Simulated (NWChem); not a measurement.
**BH2O (SMILES [BH]O): levels of theory compared**

Aim: a comparison of 6 runs (UHF/3-21G, UHF/6-31G, UB3LYP/6-31G*, UBLYP/STO-3G, UCAM-B3LYP/def2-SVPD, UPBE0/pcseg-2) of BH2O. 

The results are computed with NWChem 7.3.0.

## Step 1: Starting point

The species is BH2O (4 atoms), meant as a doublet with charge 0. As SMILES, `[BH]O`. The shape is that of a PBE0-D4/def2-TZVP optimisation.

Bond lengths: B1–O2 1.333 Å, B1–H3 1.201 Å, O2–H4 0.961 Å. Angles: B1–O2–H4 114.6°, O2–B1–H3 121.0°.

## Step 2: Energy and gradient at UHF/3-21G (run 1)

Contents of m1.nw:

```
start m1
title "BH2O gradient"
memory 2200 mb

geometry noautosym nocenter noautoz
  B    -0.006100   -0.485500    0.388300
  O     0.119700    0.544500   -0.448600
  H    -1.064200   -1.032400    0.540300
  H     1.006100    0.913200   -0.500300
end

basis spherical bse
  * library 3-21G
end

scf
  doublet
  uhf
  thresh 1e-08
  maxiter 80
end

task scf gradient
```

The run is started by

```
nwchem m1.nw > m1.out
```

Standard output:

```text
[...]
  functions       =    22
[...]
  wavefunction    = UHF
[...]
         Total SCF energy =   -100.123077599075
      One electron energy =   -187.879098003220
      Two electron energy =     61.814322094068
 Nuclear repulsion energy =     25.941698310077
                       Sz =      0.5000
                 Sz(Sz+1) =      0.7500
                      S^2 =      0.7528
[...]
                         UHF ENERGY GRADIENTS
    atom               coordinates                        gradient
                 x          y          z           x          y          z
   1 B      -0.011527  -0.917462   0.733781    0.017279   0.029522  -0.019951
   2 O       0.226200   1.028956  -0.847731   -0.008856  -0.019101   0.013603
   3 H      -2.011046  -1.950953   1.021019   -0.005969  -0.001769  -0.000265
   4 H       1.901253   1.725698  -0.945430   -0.002454  -0.008653   0.006613
[...]
```

It took 1.2 s on 1 thread of AMD EPYC 9R14 (Zen 4), shared host; peak memory 0.098 GiB.

## Step 3: Energy and gradient at UHF/6-31G (run 2)

Contents of struct.xyz:

```xyz
4
BH2O gradient
B     -0.006100    -0.485500     0.388300
O      0.119700     0.544500    -0.448600
H     -1.064200    -1.032400     0.540300
H      1.006100     0.913200    -0.500300
```

Contents of run.py:

```python
from ase.io import read
from ase.calculators.nwchem import NWChem

mol = read('struct.xyz')

calc = NWChem(
    label='struct',
    theory='scf',
    memory='2200 mb',
    basis='6-31G',
    basispar='spherical bse',
    scf={'nopen': '1', 'uhf': None, 'thresh': '1e-08', 'maxiter': '80', 'print': 'low'},
)
mol.calc = calc

forces = mol.get_forces()
e = mol.get_potential_energy()
print(f"E = {e:.6f} eV")
print("forces (eV/A):")
for s, f in zip(mol.symbols, forces):
    print(f"{s:2s} {f[0]:10.5f} {f[1]:10.5f} {f[2]:10.5f}")
```

The run is started by

```
export ASE_NWCHEM_COMMAND="nwchem PREFIX.nwi > PREFIX.nwo"
python run.py
```

Standard output:

```text
E = -2738.482839 eV
forces (eV/A):
B    -0.97255   -1.30771    0.82265
O     1.28118    0.97301   -0.44840
H     0.34700    0.12002    0.00077
H    -0.65568    0.21474   -0.37502
```

The calculator wrote struct.nwi:

```
title "struct"

permanent_dir struct

scratch_dir struct

start struct

geometry units angstrom nocenter noautosym noautoz
  B  -6.1000000000000004e-03 -4.8549999999999999e-01 3.8829999999999998e-01
  O  1.1970000000000000e-01 5.4449999999999998e-01 -4.4860000000000000e-01
  H  -1.0642000000000000e+00 -1.0324000000000000e+00 5.4030000000000000e-01
  H  1.0061000000000000e+00 9.1320000000000001e-01 -5.0029999999999997e-01
end

memory 2200 mb

basis spherical bse noprint
   * library 6-31G
end

scf
  nopen 1
  uhf
  thresh 1e-08
  maxiter 80
  print low
end

task scf gradient
```

struct.nwo:

```text
Northwest Computational Chemistry Package (NWChem) 7.3.0
             --------------------------------------------------------

           Job information
           ---------------

    nwchem branch   = 7.3.0
    use scalapack   = T
    input           = struct.nwi
    prefix          = struct.
    data base       = struct/struct.db
    status          = startup
    nproc           =        1

           Memory information
           ------------------

    heap     =     72089600 doubles =      550.0 Mbytes
    stack    =     72089597 doubles =      550.0 Mbytes
    global   =    144179200 doubles =     1100.0 Mbytes (distinct from heap & stack)
    total    =    288358397 doubles =     2200.0 Mbytes
    verify   = yes
    hardfail = no

           Directory information
           ---------------------

  0 permanent = struct
  0 scratch   = struct

                                NWChem Input Module
                                -------------------

                                      struct
                                      ------

[... 24 lines left out ...]
            Nuclear Dipole moment (a.u.)
[... 46 lines left out ...]
  beta  electrons =     7
  charge          =   0.00
  wavefunction    = UHF
  input vectors   = atomic
  output vectors  = struct/struct.movecs
  use symmetry    = F
  symmetry adapt  = F

 Forming initial guess at       0.0s

 Starting SCF solution at       0.1s

       Final UHF  results
       ------------------

         Total SCF energy =   -100.637388949365
      One electron energy =   -188.553677470144
      Two electron energy =     61.974590210701
 Nuclear repulsion energy =     25.941698310077

                       Sz =      0.5000
                 Sz(Sz+1) =      0.7500
                      S^2 =      0.7526

        Time for solution =      0.4s

                              NWChem Gradients Module
                              -----------------------

                         UHF ENERGY GRADIENTS

    atom               coordinates                        gradient
                 x          y          z           x          y          z
   1 B      -0.011527  -0.917462   0.733781    0.018913   0.025431  -0.015998
   2 O       0.226200   1.028956  -0.847731   -0.024915  -0.018922   0.008720
   3 H      -2.011046  -1.950953   1.021019   -0.006748  -0.002334  -0.000015
   4 H       1.901253   1.725698  -0.945430    0.012751  -0.004176   0.007293

 Task  times  cpu:        0.6s     wall:        0.6s
 Total times  cpu:        0.6s     wall:        0.6s
```

Wall time 2.2 s (1 thread of AMD EPYC 9R14 (Zen 4), shared host); peak memory 0.1 GiB.

## Step 4: Energy and forces at UB3LYP/6-31G(d) (Cartesian functions) (run 3)

Contents of run.py:

```python
from ase import Atoms
from ase.calculators.nwchem import NWChem

molecule = Atoms(['B', 'O', 'H', 'H'], positions=[
    [-0.006100, -0.485500, 0.388300],
    [0.119700, 0.544500, -0.448600],
    [-1.064200, -1.032400, 0.540300],
    [1.006100, 0.913200, -0.500300],
])

calc = NWChem(
    label='bh2o',
    theory='dft',
    memory='2200 mb',
    basis='6-31G*',
    dft={'xc': 'b3lyp', 'mult': '2', 'grid': 'xfine', 'convergence': 'energy 1e-08', 'iterations': '100', 'mulliken': None, 'print': 'low'},
)
molecule.calc = calc

forces = molecule.get_forces()
print("Total energy (eV):", round(molecule.get_potential_energy(), 6))
print("forces (eV/A):")
for s, f in zip(molecule.symbols, forces):
    print(f"{s:2s} {f[0]:10.5f} {f[1]:10.5f} {f[2]:10.5f}")
```

The run is started by

```
export ASE_NWCHEM_COMMAND="nwchem PREFIX.nwi > PREFIX.nwo"
python run.py
```

Standard output:

```text
Total energy (eV): -2754.610322
forces (eV/A):
B     0.10130   -0.33697    0.31547
O    -0.42007    0.19042   -0.28560
H    -0.04921    0.03060   -0.04021
H     0.36798    0.11596    0.01034
```

The calculator wrote bh2o.nwi:

```
title "bh2o"

permanent_dir bh2o

scratch_dir bh2o

start bh2o

geometry units angstrom nocenter noautosym noautoz
  B  -6.1000000000000004e-03 -4.8549999999999999e-01 3.8829999999999998e-01
  O  1.1970000000000000e-01 5.4449999999999998e-01 -4.4860000000000000e-01
  H  -1.0642000000000000e+00 -1.0324000000000000e+00 5.4030000000000000e-01
  H  1.0061000000000000e+00 9.1320000000000001e-01 -5.0029999999999997e-01
end

memory 2200 mb

basis noprint
   * library 6-31G*
end

dft
  xc b3lyp
  mult 2
  grid xfine
  convergence energy 1e-08
  iterations 100
  mulliken
  print low
end

task dft gradient
```

bh2o.nwo:

```text
Northwest Computational Chemistry Package (NWChem) 7.3.0
             --------------------------------------------------------

           Job information
           ---------------

    nwchem branch   = 7.3.0
    use scalapack   = T
    input           = bh2o.nwi
    prefix          = bh2o.
    data base       = bh2o/bh2o.db
    status          = startup
    nproc           =        1

           Memory information
           ------------------

    heap     =     72089600 doubles =      550.0 Mbytes
    stack    =     72089597 doubles =      550.0 Mbytes
    global   =    144179200 doubles =     1100.0 Mbytes (distinct from heap & stack)
    total    =    288358397 doubles =     2200.0 Mbytes
    verify   = yes
    hardfail = no

           Directory information
           ---------------------

  0 permanent = bh2o
  0 scratch   = bh2o

                                NWChem Input Module
                                -------------------

                                       bh2o
                                       ----

[... 24 lines left out ...]
            Nuclear Dipole moment (a.u.)
[... 72 lines left out ...]
   convergence    iter        energy       DeltaE   RMS-Dens  Diis-err    time
[... 13 lines left out ...]
         Total DFT energy =     -101.230063009015
      One electron energy =     -188.776286797911
           Coulomb energy =       74.988387183859
    Exchange-Corr. energy =      -13.383861705040
 Nuclear repulsion energy =       25.941698310077
[... 38 lines left out ...]
     ------------------------------------------
      Spin Density - Lowdin Population Analysis
     ------------------------------------------

    Atom       Charge   Shell Charges
 -----------   ------   -------------------------------------------------------
    1 B    5     0.88   0.00  0.05  0.36  0.12  0.27  0.07
    2 O    8     0.06  -0.00  0.00  0.05  0.00 -0.00  0.00
    3 H    1     0.05   0.04  0.01
    4 H    1     0.01   0.01 -0.00

     --------------------------
     Expectation value of S2:
     --------------------------
      <S2> =      0.7512 (Exact =     0.7500)

                         DFT ENERGY GRADIENTS

    atom               coordinates                        gradient
                 x          y          z           x          y          z
   1 B      -0.011527  -0.917462   0.733781   -0.001970   0.006553  -0.006135
   2 O       0.226200   1.028956  -0.847731    0.008169  -0.003703   0.005554
   3 H      -2.011046  -1.950953   1.021019    0.000957  -0.000595   0.000782
   4 H       1.901253   1.725698  -0.945430   -0.007156  -0.002255  -0.000201

 Task  times  cpu:        7.4s     wall:        7.4s
 Total times  cpu:        7.4s     wall:        7.4s
```

It took 9 s on 1 thread of AMD EPYC 9R14 (Zen 4), shared host; peak memory 0.12 GiB.

Runs 4 to 5 aren't shown in full; the table further down has their settings and results.

## Step 5: Energy and forces at UPBE0/pcseg-2 (run 6)

Contents of run.py:

```python
from ase import Atoms
from ase.calculators.nwchem import NWChem

system = Atoms(['B', 'O', 'H', 'H'], positions=[
    [-0.006100, -0.485500, 0.388300],
    [0.119700, 0.544500, -0.448600],
    [-1.064200, -1.032400, 0.540300],
    [1.006100, 0.913200, -0.500300],
])

calc = NWChem(
    label='mol',
    theory='dft',
    memory='2200 mb',
    basis='pcseg-2',
    basispar='spherical bse',
    dft={'xc': 'pbe0', 'mult': '2', 'grid': 'xfine', 'convergence': 'energy 1e-08', 'iterations': '100', 'mulliken': None},
)
system.calc = calc

forces = system.get_forces()
e = system.get_potential_energy()
print(f"E = {e:.6f} eV")
print("forces (eV/A):")
for s, f in zip(system.symbols, forces):
    print(f"{s:2s} {f[0]:10.5f} {f[1]:10.5f} {f[2]:10.5f}")
```

The run is started by

```
export ASE_NWCHEM_COMMAND="nwchem PREFIX.nwi > PREFIX.nwo"
python run.py
```

Standard output:

```text
E = -2752.665664 eV
forces (eV/A):
B    -0.02592    0.03795   -0.04011
O     0.11935   -0.00411    0.03836
H     0.02155    0.00725    0.00046
H    -0.11503   -0.04109    0.00123
```

The calculator wrote mol.nwi:

```
title "mol"

permanent_dir mol

scratch_dir mol

start mol

geometry units angstrom nocenter noautosym noautoz
  B  -6.1000000000000004e-03 -4.8549999999999999e-01 3.8829999999999998e-01
  O  1.1970000000000000e-01 5.4449999999999998e-01 -4.4860000000000000e-01
  H  -1.0642000000000000e+00 -1.0324000000000000e+00 5.4030000000000000e-01
  H  1.0061000000000000e+00 9.1320000000000001e-01 -5.0029999999999997e-01
end

memory 2200 mb

basis spherical bse noprint
   * library pcseg-2
end

dft
  xc pbe0
  mult 2
  grid xfine
  convergence energy 1e-08
  iterations 100
  mulliken
end

task dft gradient
```

mol.nwo (excerpt; [...] marks lines left out):

```text
[...]
      One electron energy =     -188.722747857121
[... 2 lines left out ...]
 Nuclear repulsion energy =       25.941698310077
[... 1368 lines left out ...]
          Convergence on energy requested:  1.00D-08
[... 23 lines left out ...]
          Spatial weights used:  Erf1
[...]
  wavefunction    = open shell
                         DFT ENERGY GRADIENTS
    atom               coordinates                        gradient
                 x          y          z           x          y          z
   1 B      -0.011527  -0.917462   0.733781    0.000504  -0.000738   0.000780
   2 O       0.226200   1.028956  -0.847731   -0.002321   0.000080  -0.000746
   3 H      -2.011046  -1.950953   1.021019   -0.000419  -0.000141  -0.000009
   4 H       1.901253   1.725698  -0.945430    0.002237   0.000799  -0.000024
[...]
```

Run time: 32 s. Hardware: 1 thread of AMD EPYC 9R14 (Zen 4), shared host; peak memory 0.14 GiB.

## Step 6: All runs side by side

| run | level | Cartesian functions | iteration cap | energy (Eh) | dipole moment (D) | HOMO energy (eV) | LUMO energy (eV) | wall time |
| --- | --- | --- | --- | --- | --- | --- | --- | --- |
| 1 | UHF/3-21G | no | 80 | -100.123078 | 1.84 | -8.91 | 3.58 | 1.2 s |
| 2 | UHF/6-31G | no | 80 | -100.637389 | – | – | – | 2.2 s |
| 3 | UB3LYP/6-31G* (Cartesian functions) | yes | 100 | -101.230063 | – | – | – | 9 s |
| 4 | UBLYP/STO-3G | no | 100 | -99.798656 | 1.96 | -0.58 | 2.10 | 3.6 s |
| 5 | UCAM-B3LYP/def2-SVPD | no | 100 | -101.124116 | 1.37 | -7.03 | -0.44 | 25 s |
| 6 | UPBE0/pcseg-2 | no | 100 | -101.158598 | 1.42 | -5.64 | -1.07 | 32 s |

## Step 7: Outcome

| quantity | value |
| --- | --- |
| run 6: total energy | -101.15860 Eh |
| run 6: dipole moment | 1.42 D |
| run 6: HOMO energy (highest over α and β) | -5.64 eV |
| run 6: LUMO energy (lowest over α and β) | -1.07 eV |
| run 6: ⟨S²⟩ | 0.752 |
| run 6: largest force on an atom | 0.125 eV/Å |

In words: Over runs 1, 4, 5, 6 the dipole moment (its size) runs from 1.37 D (UCAM-B3LYP/def2-SVPD) to 1.96 D (UBLYP/STO-3G). The two ends differ in method and basis. Totals of different functionals can't be ranked against each other. In run 4 the basis is minimal, so the values are rough. All runs together took 72 s, the longest 32 s.
